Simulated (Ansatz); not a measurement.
A structure relaxed at PBE0-D4/def2-TZVP, charge 0, multiplicity 1:

```xyz
12

C     0.852   -0.004   -1.165
N     0.372    0.804   -0.066
C    -0.221    0.037    1.016
N    -1.537   -0.476    0.739
H     0.010   -0.483   -1.671
H     1.349    0.629   -1.902
H     1.555   -0.798   -0.860
H     1.123    1.377    0.299
H     0.405   -0.824    1.307
H    -0.282    0.700    1.884
H    -1.507   -1.223    0.059
H    -2.120    0.261    0.359
```

(1) Give its formula and SMILES.

(2) Summarise the bond lengths by kind.

Results:

(1) C2H8N2, `CNCN`.

(2) 3 × C–N 1.440 to 1.453 Å; 5 × C–H 1.091 to 1.103 Å; 3 × H–N 1.011 to 1.013 Å.

Results of the Gaussian-basis code of Ansatz.
